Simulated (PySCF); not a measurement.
**Gas-phase XPS of hydrochloric acid, computed**

Hydrochloric acid, HCl.
Hydrogens: H2 on Cl1.

Method: delta-SCF UKS SCAN, pcX-2 on the ionised atom, pcseg-1 elsewhere, spin-free X2C in PySCF. These are vertical core ionisation energies against the vacuum level, from separate self-consistent calculations with and without the core hole.

Problem. List the computed XPS lines with their assignment.

Solution. 
```json
{"atom(s)": "Cl1", "environment": "chlorine bonded to H", "level": "Cl 2p3/2", "binding energy (eV)": "207.39", "2p1/2 (eV)": "209.04", "count": "1"}
{"atom(s)": "Cl1", "environment": "chlorine bonded to H", "level": "Cl 1s", "binding energy (eV)": "2830.00", "2p1/2 (eV)": "–", "count": "1"}
```

Problem. Which photon energy gives electrons from Cl 2p3/2 of Cl1 a kinetic energy of 100 eV, and what is their de Broglie wavelength?

Solution. hν = 207.39 + 100 = 307.39 eV, recoil neglected; λ = 12.264 Å/√(E/eV) = 1.23 Å.

The 2p values aren't plain energy differences: one relaxed spin-free 2p hole is combined with a matrix within the shell (ground-state 2p orbital-energy differences and spin–orbit coupling). 2p3/2, the mean of its two sublevels, lies a third of the splitting below the shell's mean and 2p1/2 two thirds above it; the statistical areas are 2:1. 2p1/2 minus 2p3/2 (ligand field included): Cl 1.66 eV. Geometry: GFN2-xTB; no solvent, vibrations or thermal averaging.
